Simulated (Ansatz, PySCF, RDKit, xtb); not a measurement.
# BSiH3F+: a search for the lowest isomer, part 2 of 2

Only the formula BSiH3F+ is given (charge +1). Aim: find the structure of lowest free energy at 298.15 K, then its properties.

xtb, Ansatz and PySCF; isolated molecules. Earlier steps stand in the parts before.

### Step 11. c699 at CCSD(T)/def2-TZVPP

File input.yaml:

```yaml
crystal:
  periodic: [false, false, false]
  atoms:
    - {symbol: B, position_ang: [-1.045549, 1.253604, 0.194225]}
    - {symbol: F, position_ang: [-0.003903, -0.802575, -1.824932]}
    - {symbol: Si, position_ang: [-0.478722, -0.615051, -0.325397]}
    - {symbol: H, position_ang: [-0.204753, 1.985916, 0.622101]}
    - {symbol: H, position_ang: [-0.414434, -1.886898, 0.435293]}
    - {symbol: H, position_ang: [-2.195389, 1.541514, 0.048349]}
basis:
  gaussian:
    orbitals: def2-TZVPP
total_charge: 1
correlation:
  method: ccsd_t
  frozen_orbitals: {H: 0, Si: 5, B: 1, F: 1}
```

Launch:

```console
ansatz run input.yaml --threads 1 --pin off --max-ram 2610MiB --events-out events.jsonl --progress --plain --runs-dir runs
```

Log (excerpt; [...] marks lines left out):

```text
Warning: RAYON_NUM_THREADS=1 ignored (pool sized by the plan → 1); use --threads N
Functional definition: HF
  name "HF"
[...]
870 factors; integrals over basis functions are off by at most 1.0e-3 eV
[...]
mean field -11281.55663406 eV, -414.5895593879 hartree, gradient 4.7e-6 eV, S^2 0.000000; 0 other end points of the search recorded, 0 dependent functions left out
7 core orbitals not correlated: weight in the atoms' cores, before any rotation towards them, 1.000 or more for the frozen orbitals, at most 0.000 for the correlated occupied ones
reference -11281.55663406 eV, -414.5895593879 hartree; 8, 8 occupied and 131, 131 virtual orbitals, 870 factors
second order -11.87301181 eV of doubles, -0.00000000 eV of singles
cycle   1  -12.25010217 eV  change   -3.8e-1 eV  update   8.7e-2
[...]
cycle  10  -12.67453064 eV  change   -9.9e-6 eV  update   8.0e-6
perturbative correction -0.37607283 eV, -0.0138204217 hartree
Total energy: -11294.60723753 eV, -415.0691602194 hartree
```

Run time: 17 s. Hardware: 1 thread of Intel Xeon Platinum 8259CL at 2.50GHz (Skylake/Cascade Lake), shared host; peak memory 0.86 GiB.

### Step 12. The ranking

Energies in kcal/mol from c699; G adds the thermal terms to the CCSD(T)/def2-TZVPP energy. The columns left of the relaxed level are at the tight-binding geometries.

| label | SMILES | spin | GFN2-xTB | HF/STO-3G | r2SCAN-D4/def2-SVP | PBE0-D3(BJ)/pcseg-1 | HF/def2-TZVPP | MP2/def2-TZVPP | CCSD(T)/def2-TZVPP | G | share at equilibrium | T1 |
| --- | --- | --- | --- | --- | --- | --- | --- | --- | --- | --- | --- | --- |
| c699 | B[SiH+]F | singlet | 0.0 | 0.0 | 0.0 | 0.0 | 0.0 | 0.0 | 0.0 | 0.0 | 73.0 % | 0.014 |
| c578 | FB[SiH2+] | singlet | 7.8 | -31.2 | -7.0 | -6.5 | 0.7 | 2.0 | 1.0 | 0.6 | 27.0 % | 0.015 |

Lowest found: c699, `B[SiH+]F`, a singlet of point group Cs. Bond lengths: B1–Si3 2.021 Å, F2–Si3 1.584 Å, B1–H4 1.194 Å, Si3–H5 1.483 Å, B1–H6 1.194 Å. Angles: B1–Si3–F2 115.9°, B1–Si3–H5 132.3°, F2–Si3–H5 111.8°, Si3–B1–H4 117.5°, Si3–B1–H6 117.5°, H4–B1–H6 125.0°.

```xyz
6

B    -1.0455    1.2536    0.1942
F    -0.0039   -0.8026   -1.8249
Si   -0.4787   -0.6151   -0.3254
H    -0.2048    1.9859    0.6221
H    -0.4144   -1.8869    0.4353
H    -2.1954    1.5415    0.0483
```

### Step 13. Density, orbitals and dipole (PBE0/def2-TZVPD)

input.yaml, as its differences from that of step 11:

```diff
@@ -11,6 +11,8 @@
   gaussian:
-    orbitals: def2-TZVPP
+    orbitals: def2-TZVPD
 total_charge: 1
-correlation:
-  method: ccsd_t
-  frozen_orbitals: {H: 0, Si: 5, B: 1, F: 1}
+hamiltonian:
+  xc: pbe0
+output:
+  forces: true
+  orbitals: {seedname: orbitals}
```

Launch:

```console
ansatz run input.yaml --threads 1 --pin off --max-ram 2610MiB --events-out events.jsonl --progress --plain --runs-dir runs
```

Log (excerpt; [...] marks lines left out):

```text
Warning: RAYON_NUM_THREADS=1 ignored (pool sized by the plan → 1); use --threads N
[... 2 set-up lines as earlier in the session ...]
[...]
811 factors; their error is unknown
[...]
mean field -11305.66887203 eV, -415.4756677894 hartree, gradient 4.5e-5 eV, S^2 0.000000; 0 other end points of the search recorded, 0 dependent functions left out
[...]
reference -11305.66890588 eV, -415.4756690334 hartree; 15, 15 occupied and 132, 132 virtual orbitals, 811 factors
Total energy: -11305.66890588 eV, -415.4756690334 hartree
Atom 0 at    -1.045549     1.253604     0.194225 Å, force    -0.026840     0.087803     0.023305 eV/Å
Atom 1 at    -0.003903    -0.802575    -1.824932 Å, force    -0.392670     0.156916     1.237756 eV/Å
Atom 2 at    -0.478722    -0.615051    -0.325397 Å, force     0.394493    -0.237158    -1.180053 eV/Å
Atom 3 at    -0.204753     1.985916     0.622101 Å, force    -0.095162    -0.082295    -0.045719 eV/Å
Atom 4 at    -0.414434    -1.886898     0.435293 Å, force    -0.008448     0.106799    -0.054015 eV/Å
Atom 5 at    -2.195389     1.541514     0.048349 Å, force     0.128626    -0.032065     0.018726 eV/Å
Dipole moment:    -0.219948     0.112266     0.674893 e Å
```

Run time: 4.2 s. Hardware: 1 thread of Intel Xeon Platinum 8259CL at 2.50GHz (Skylake/Cascade Lake), shared host.

### Step 14. Frequencies after a tight-binding relaxation (GFN2-xTB)

File start.xyz:

```xyz
6
c699
B     -1.045549     1.253604     0.194225
F     -0.003903    -0.802575    -1.824932
Si    -0.478722    -0.615051    -0.325397
H     -0.204753     1.985916     0.622101
H     -0.414434    -1.886898     0.435293
H     -2.195389     1.541514     0.048349
```

Launch:

```console
xtb start.xyz --gfn 2 --ohess tight --chrg 1
```

Log (excerpt; [...] marks lines left out):

```text
* xtb version 6.7.1
[...]
          :  # basis functions                  21          :
[...]
          :  # electrons                        16          :
[...]
          :  Hamiltonian                  GFN2-xTB          :
[...]
          :  net charge                          1          :
          :  unpaired electrons                  0          :
[...]
   *** convergence criteria satisfied after 13 iterations ***
[...]
   *** GEOMETRY OPTIMIZATION CONVERGED AFTER 12 ITERATIONS ***
[...]
   *** convergence criteria satisfied after 3 iterations ***
[...]
         ::                     SUMMARY                     ::
         :::::::::::::::::::::::::::::::::::::::::::::::::::::
         :: total energy              -8.807961591802 Eh    ::
         :: gradient norm              0.000091853451 Eh/a0 ::
         :: HOMO-LUMO gap              2.861089564448 eV    ::
         ::.................................................::
         :: SCC energy                -8.865057823786 Eh    ::
         :: -> isotropic ES            0.142072189705 Eh    ::
         :: -> anisotropic ES         -0.010897329922 Eh    ::
         :: -> anisotropic XC         -0.012930037994 Eh    ::
         :: -> dispersion             -0.001666420692 Eh    ::
         :: repulsion energy           0.057096231984 Eh    ::
         :: add. restraining           0.000000000000 Eh    ::
         :: total charge               1.000000000000 e     ::
         :::::::::::::::::::::::::::::::::::::::::::::::::::::
[...]
         8        2.0000           -0.6575180             -17.8920 (HOMO)
         9                         -0.5523749             -15.0309 (LUMO)
[...]
     #   Z          covCN         q      C6AA      α(0)
     1   5 B        2.819     0.196    18.324     7.151
     2   9 F        0.705    -0.133    10.575     3.840
     3  14 Si       2.567     0.666   168.244    28.459
     4   1 H        0.939     0.077     2.004     2.214
     5   1 H        0.921     0.116     1.645     2.006
     6   1 H        0.939     0.077     2.005     2.214
[...]
          | TOTAL ENERGY               -8.807961591802 Eh   |
          | TOTAL ENTHALPY             -8.772088197939 Eh   |
          | TOTAL FREE ENERGY          -8.805156548934 Eh   |
          | GRADIENT NORM               0.000091840188 Eh/α |
[...]
```

Wall time 0.16 s (1 thread of Intel Xeon Platinum 8259CL at 2.50GHz (Skylake/Cascade Lake), shared host).

### Step 15. Electronic excitations (TD-B3LYP/def2-SVPD)

An in-house driver calls PySCF's response routines at TD-B3LYP/def2-SVPD; it has no typed input.

Log:

```text
coarse grid: 5656 points
cycle   1  E = -415.3851151567  dE =  3.185e-01  |g| = 5.444e-01  |ddm| = 2.511e+00
cycle   2  E = -415.2236524810  dE =  1.615e-01  |g| = 1.138e+00  |ddm| = 1.528e+00
cycle   3  E = -415.4545946613  dE = -2.309e-01  |g| = 9.279e-02  |ddm| = 8.964e-01
cycle   4  E = -415.4569406799  dE = -2.346e-03  |g| = 1.581e-02  |ddm| = 2.047e-01
cycle   5  E = -415.4570124760  dE = -7.180e-05  |g| = 2.859e-03  |ddm| = 3.024e-02
cycle   6  E = -415.4570151855  dE = -2.709e-06  |g| = 8.213e-04  |ddm| = 6.245e-03
final grid: 50856 points
cycle   7  E = -415.5105040539  dE = -7.660e-06  |g| = 2.820e-03  |ddm| = 1.694e-02
cycle   8  E = -415.5105016369  dE =  2.417e-06  |g| = 4.799e-03  |ddm| = 6.166e-03
cycle   9  E = -415.5105056622  dE = -4.025e-06  |g| = 3.657e-04  |ddm| = 3.629e-03
cycle  10  E = -415.5105057008  dE = -3.859e-08  |g| = 4.180e-05  |ddm| = 5.992e-04
cycle  11  E = -415.5105057016  dE = -7.900e-10  |g| = 8.002e-06  |ddm| = 1.030e-04
converged SCF energy = -415.5105057016

Static polarisability (au): isotropic 34.337, principal 29.177 29.606 44.229

Singlet excitations
state   eV       nm        f      main configurations
  1   4.7846    259.1   0.00199   H->L+1 0.99
  2   4.9084    252.6   0.00649   H->L 0.98
  3   5.4036    229.4   0.00002   H-1->L+1 0.99
  4   6.2552    198.2   0.06266   H-1->L 0.97
  5   7.7698    159.6   0.02937   H-2->L 0.93
  6   7.8438    158.1   0.00241   H-2->L+1 0.93
  7   8.3841    147.9   0.18361   H->L+2 0.75, H->L+3 0.09
  8   8.5447    145.1   0.01054   H-4->L 0.92

Triplet excitations (Tamm-Dancoff, eV): 4.0058 4.2559 4.7184
```

Wall time 5.4 s (1 thread of Intel Xeon Platinum 8259CL at 2.50GHz (Skylake/Cascade Lake), shared host).

The roots found:

| excited state | energy (eV) | strength |
| --- | --- | --- |
| 1 | 4.785 | 0.0020 |
| 2 | 4.908 | 0.0065 |
| 3 | 5.404 | 0.0000 |
| 4 | 6.255 | 0.0627 |
| 5 | 7.770 | 0.0294 |
| 6 | 7.844 | 0.0024 |
| 7 | 8.384 | 0.1836 |
| 8 | 8.545 | 0.0105 |

### Step 16. NMR shieldings (GIAO PBE0/pcSseg-1)

An in-house driver calls PySCF's response routines at GIAO PBE0/pcSseg-1; it has no typed input.

Log:

```text
coarse grid: 5656 points
cycle   1  E = -415.2907018751  dE =  3.259e-01  |g| = 5.582e-01  |ddm| = 2.085e+00
cycle   2  E = -415.1753490183  dE =  1.154e-01  |g| = 1.051e+00  |ddm| = 1.167e+00
cycle   3  E = -415.3587956594  dE = -1.834e-01  |g| = 8.576e-02  |ddm| = 6.607e-01
cycle   4  E = -415.3604060870  dE = -1.610e-03  |g| = 1.496e-02  |ddm| = 1.163e-01
cycle   5  E = -415.3604456738  dE = -3.959e-05  |g| = 2.442e-03  |ddm| = 1.594e-02
cycle   6  E = -415.3604472026  dE = -1.529e-06  |g| = 8.013e-04  |ddm| = 3.185e-03
final grid: 50856 points
cycle   7  E = -415.3826871283  dE = -1.549e-05  |g| = 2.592e-03  |ddm| = 1.000e-02
cycle   8  E = -415.3826879657  dE = -8.375e-07  |g| = 2.176e-03  |ddm| = 5.220e-03
cycle   9  E = -415.3826894752  dE = -1.509e-06  |g| = 5.876e-04  |ddm| = 2.460e-03
cycle  10  E = -415.3826895225  dE = -4.728e-08  |g| = 1.207e-04  |ddm| = 3.719e-04
cycle  11  E = -415.3826895250  dE = -2.542e-09  |g| = 1.155e-05  |ddm| = 9.625e-05
cycle  12  E = -415.3826895250  dE = -3.035e-11  |g| = 1.738e-06  |ddm| = 1.524e-05
converged SCF energy = -415.3826895250

GIAO shielding tensors (ppm)
atom      isotropic    diamagn.    paramagn.     s11        s22        s33       span
  0 B       -0.722     201.491    -202.213    -85.333    -37.845    121.010    206.343
  1 F      168.836     465.707    -296.870    -55.986    121.283    441.212    497.199
  2 Si     103.724     876.203    -772.479   -279.729    282.270    308.632    588.361
  3 H       21.881      26.930      -5.049     13.863     25.228     26.552     12.689
  4 H       23.365      25.476      -2.111     20.600     21.700     27.796      7.196
  5 H       21.882      26.278      -4.397     13.864     25.228     26.553     12.689
```

It took 4.2 s on 1 thread of Intel Xeon Platinum 8259CL at 2.50GHz (Skylake/Cascade Lake), shared host.

Isotropic shieldings, averaged over atoms that the bond graph makes equivalent (absolute, not shifts):

| atoms | shielding (ppm) |
| --- | --- |
| B1 | -0.7 |
| F2 | 168.8 |
| Si3 | 103.7 |
| H4, H6 | 21.88 |
| H5 | 23.37 |

### Step 17. One electron fewer at the same geometry (PBE0/def2-TZVPD)

File input.yaml:

```yaml
crystal:
  periodic: [false, false, false]
  atoms:
    - symbol: B
      position_ang: [-1.045549, 1.253604, 0.194225]
    - symbol: F
      position_ang: [-0.003903, -0.802575, -1.824932]
    - symbol: Si
      position_ang: [-0.478722, -0.615051, -0.325397]
    - symbol: H
      position_ang: [-0.204753, 1.985916, 0.622101]
    - symbol: H
      position_ang: [-0.414434, -1.886898, 0.435293]
    - symbol: H
      position_ang: [-2.195389, 1.541514, 0.048349]
basis:
  gaussian: {orbitals: def2-TZVPD}
total_charge: 2
magnetization: {spin_polarized: true, initial_magnetization: 1}
hamiltonian: {xc: pbe0}
```

Launch:

```console
ansatz run input.yaml --threads 1 --pin off --max-ram 2610MiB --events-out events.jsonl --progress --plain --runs-dir runs
```

Log:

```text
Warning: RAYON_NUM_THREADS=1 ignored (pool sized by the plan → 1); use --threads N
[... 2 set-up lines as earlier in the session ...]
  parameter a = 0.25
  parameter kappa = 0.804
  parameter beta = 0.06672455060314922
  exchange = (1 - a)*pbe_x(kappa = kappa, mu = beta*pi^2/3) + a*exact_x
  correlation = pbe_c(beta = beta)
811 factors; their error is unknown
mean field evaluation 1: about -11269.0353 eV, gradient 8.0e1 eV
mean field evaluation 2: about -11030.0638 eV, gradient 1.8e2 eV
mean field evaluation 4: about -11285.9208 eV, gradient 1.4e1 eV
mean field evaluation 8: about -11287.5765 eV, gradient 1.1e-1 eV
mean field evaluation 16: about -11287.5831 eV, gradient 5.6e-4 eV
mean field -11287.58310721 eV, -414.8110281913 hartree, gradient 3.7e-5 eV, S^2 0.759528; 2 other end points of the search recorded, 0 dependent functions left out
reference -11287.58313833 eV, -414.8110293351 hartree; 15, 14 occupied and 132, 133 virtual orbitals, 811 factors
Total energy: -11287.58313833 eV, -414.8110293351 hartree
```

Run time: 7.5 s. Hardware: 1 thread of Intel Xeon Platinum 8259CL at 2.50GHz (Skylake/Cascade Lake), shared host.

Difference from the parent: 18.09 eV.

### Step 18. One electron more at the same geometry (PBE0/def2-TZVPD)

input.yaml, as its differences from that of step 17:

```diff
@@ -17,4 +17,4 @@
   gaussian: {orbitals: def2-TZVPD}
-total_charge: 2
 magnetization: {spin_polarized: true, initial_magnetization: 1}
-hamiltonian: {xc: pbe0}
+hamiltonian: {xc: {name: PBE0}}
+scf: {lower_state_search: "off"}
```

Launch:

```console
ansatz run input.yaml --threads 1 --pin off --max-ram 2610MiB --events-out events.jsonl --progress --plain --runs-dir runs
```

Log (excerpt; [...] marks lines left out):

```text
Warning: RAYON_NUM_THREADS=1 ignored (pool sized by the plan → 1); use --threads N
[... 2 set-up lines as earlier in the session ...]
[...]
811 factors; their error is unknown
[...]
mean field -11312.70186422 eV, -415.7341254853 hartree, gradient 1.2e-6 eV, S^2 0.755306; 0 other end points of the search recorded, 0 dependent functions left out
reference -11312.70190492 eV, -415.7341269809 hartree; 16, 15 occupied and 131, 132 virtual orbitals, 811 factors
Total energy: -11312.70190492 eV, -415.7341269809 hartree
Checks for a lower state left out: stability, starts, cluster_reference, orbital_swaps, neighbouring_geometries, increment
```

Run time: 6.9 s. Hardware: 1 thread of Intel Xeon Platinum 8259CL at 2.50GHz (Skylake/Cascade Lake), shared host.

Parent less the species with the added electron: 7.03 eV.

### Step 19. The triplet at the same geometry (PBE0/def2-TZVPD)

File input.yaml:

```yaml
crystal:
  periodic: [false, false, false]
  atoms:
    - {symbol: B, position_ang: [-1.045549, 1.253604, 0.194225]}
    - {symbol: F, position_ang: [-0.003903, -0.802575, -1.824932]}
    - {symbol: Si, position_ang: [-0.478722, -0.615051, -0.325397]}
    - {symbol: H, position_ang: [-0.204753, 1.985916, 0.622101]}
    - {symbol: H, position_ang: [-0.414434, -1.886898, 0.435293]}
    - {symbol: H, position_ang: [-2.195389, 1.541514, 0.048349]}
basis:
  gaussian:
    orbitals: def2-TZVPD
total_charge: 1
magnetization:
  spin_polarized: true
  initial_magnetization: 2
hamiltonian:
  xc: {name: PBE0}
```

Launch:

```console
ansatz run input.yaml --threads 1 --pin off --max-ram 2610MiB --events-out events.jsonl --progress --plain --runs-dir runs
```

Log (excerpt; [...] marks lines left out):

```text
Warning: RAYON_NUM_THREADS=1 ignored (pool sized by the plan → 1); use --threads N
[... 7 set-up lines as earlier in the session ...]
811 factors; their error is unknown
mean field evaluation 1: about -11291.6790 eV, gradient 5.5e1 eV
mean field evaluation 2: about -11218.0070 eV, gradient 1.4e2 eV
mean field evaluation 4: about -11300.7761 eV, gradient 1.1e1 eV
mean field evaluation 8: about -11301.7933 eV, gradient 1.6e-1 eV
mean field evaluation 16: about -11301.8056 eV, gradient 2.4e-4 eV
mean field evaluation 32: about -11301.8056 eV, gradient 9.6e-6 eV
mean field -11301.80558362 eV, -415.3336945590 hartree, gradient 9.6e-6 eV, S^2 2.006774; 4 other end points of the search recorded, 0 dependent functions left out
reference -11301.80561933 eV, -415.3336958715 hartree; 16, 14 occupied and 131, 133 virtual orbitals, 811 factors
Total energy: -11301.80561933 eV, -415.3336958715 hartree
```

It took 13 s on 1 thread of Intel Xeon Platinum 8259CL at 2.50GHz (Skylake/Cascade Lake), shared host.

It lies 3.86 eV above the singlet.

### Step 20. Stability of the closed-shell solution (PBE0/def2-SVP)

File calc.py:

```python
# B[SiH+]F
from pyscf import gto, dft

system = gto.M(
    atom=[
    ('B', (-1.045549, 1.253604, 0.194225)),
    ('F', (-0.003903, -0.802575, -1.824932)),
    ('Si', (-0.478722, -0.615051, -0.325397)),
    ('H', (-0.204753, 1.985916, 0.622101)),
    ('H', (-0.414434, -1.886898, 0.435293)),
    ('H', (-2.195389, 1.541514, 0.048349)),
],
    verbose=3,
    basis='def2-svp',
    charge=1,
    max_memory=1860,
)

ks = dft.RKS(system)
ks.xc = 'pbe0'
ks = ks.density_fit(auxbasis='def2-universal-jkfit')
ks.max_cycle = 100
ks.grids.level = 3
ks.kernel()
if not ks.converged:
    ks = ks.newton().run(ks.mo_coeff, ks.mo_occ)

etot = ks.e_tot
print(f'total energy: {etot:.8f} hartree')
mo_i, mo_e, stable_i, stable_e = ks.stability(internal=True, external=True, return_status=True)
print('stable: internal', stable_i, 'external', stable_e)
```

Launch:

```console
OMP_NUM_THREADS=1 python calc.py
```

Log:

```text
converged SCF energy = -415.213567312689
total energy: -415.21356731 hartree
<class 'pyscf.df.df_jk.DFRKS'> wavefunction is stable in the internal stability analysis
<class 'pyscf.df.df_jk.DFRKS'> wavefunction is stable in the real -> complex stability analysis
<class 'pyscf.df.df_jk.DFRKS'> wavefunction is stable in the RHF/RKS -> UHF/UKS stability analysis
stable: internal True external True
```

Run time: 32 s. Hardware: 1 thread of Intel Xeon Platinum 8259CL at 2.50GHz (Skylake/Cascade Lake), shared host.

### Step 21. Results

What follows sums up all 2 parts.

```
                                                      quantity                                                                               value
                                        lowest structure found                                                               B[SiH+]F, singlet, Cs
                                                 next finalist                                        FB[SiH2+], singlet, 0.6 kcal/mol higher in G
                     share at equilibrium, among the finalists                                                                              73.0 %
                                                        funnel  20 starts, 10 minima at GFN2-xTB, 7 screening runs, 1 rescued, 4 relaxed, 2 ranked
                                          CPU time of all runs                                                                             7.1 min
harmonic wavenumbers, lowest and highest (PBE0-D3(BJ)/pcseg-1)                                                                   193 and 2803 cm⁻¹
                           rotational constants, same geometry                                                          0.8554, 0.215, 0.1801 cm⁻¹
                                 HOMO energy (PBE0/def2-TZVPD)                                                                           -15.60 eV
                                 LUMO energy (PBE0/def2-TZVPD)                                                                            -9.07 eV
                               HOMO–LUMO gap (PBE0/def2-TZVPD)                                                                             6.53 eV
                        lowest excitation (TD-B3LYP/def2-SVPD)                                                                 4.78 eV (f = 0.002)
                  strongest of the states computed, same level                                                                 8.38 eV (f = 0.184)
           lowest triplet excitation, same level, Tamm-Dancoff                                                                             4.01 eV
                                    vertical ionisation energy                                                                            18.09 eV
                vertical recombination energy (electron added)                                                                             7.03 eV
                                 vertical triplet less singlet                                                                            +3.86 eV
```

`B[SiH+]F` comes out lowest. Its margin of 0.6 kcal/mol is inside the likely error of CCSD(T)/def2-TZVPP with harmonic terms (about 2 kcal/mol), so the order of the first two is not settled. GFN2-xTB, HF/def2-TZVPP and MP2/def2-TZVPP already put its bonding pattern lowest among the structures in one piece; HF/STO-3G, r2SCAN-D4/def2-SVP and PBE0-D3(BJ)/pcseg-1 favour the singlet FB[SiH2+]. The largest share of the time went into recheck (24 %). Lowest found is not proven lowest: the search is finite, and each finalist counts with one conformer. Patterns outside the rules of the enumeration were met only by chance.
